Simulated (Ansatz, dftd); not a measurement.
Reaction: CH3NO (SMILES NC=O) + H+ → CH4NO+ (SMILES [NH3+]C=O) (other sites are not all compared here)
Each species at its own B3LYP-D3(BJ)/def2-TZVP minimum (Ansatz, a quantum-chemistry and plane-wave program), one conformer.

Quantity: proton affinity (electronic), positive where energy is released, in kcal/mol. UHF or UKS for unpaired electrons; spin-orbit terms are left out. Correlated methods leave the cores frozen. Rows without X2C or -DK are non-relativistic. CBS(X,Y): correlation extrapolated as X^-3, Hartree-Fock from the larger set. A bracket is a step between two methods taken in the basis named. The functionals are non-relativistic, so their misses hold any scalar relativity. Double hybrids freeze cores in their MP2 part. 'core' is core correlation in cc-pwCVTZ, 'X2C' scalar relativity in cc-pVTZ-DK, both at CCSD(T).

```tsv
level	program	proton affinity (kcal/mol)	difference against the last row
HF/cc-pVTZ	Ansatz	191.5	2.3
PBE-D3(BJ)/def2-TZVPD	Ansatz + dftd3	186.2	-3.0
PBE-D4/def2-TZVPD	Ansatz + dftd4	185.7	-3.5
r2SCAN/def2-TZVPD	Ansatz	186.7	-2.5
B3LYP/def2-TZVPD	Ansatz	186.4	-2.8
PBE0/def2-TZVPD	Ansatz	186.8	-2.4
wB97X-V/def2-TZVPD	Ansatz	187.9	-1.3
B2PLYP-D3(BJ)/def2-TZVPD	Ansatz + dftd3	186.7	-2.5
MP2/CBS(cc-pVTZ,cc-pVQZ)	Ansatz	187.0	-2.2
CCSD(T)/cc-pVTZ	Ansatz	192.9	3.7
CCSD(T)/CBS(cc-pVTZ,cc-pVQZ) + core + X2C	Ansatz	189.2	0.0
CCSDT(Q)/cc-pVDZ	Ansatz	198.8	9.6
CCSD(T)/CBS(cc-pVTZ,cc-pVQZ) + [CCSDT(Q) - CCSD(T)]/cc-pVDZ + core + X2C	Ansatz	189.2	0.0
```
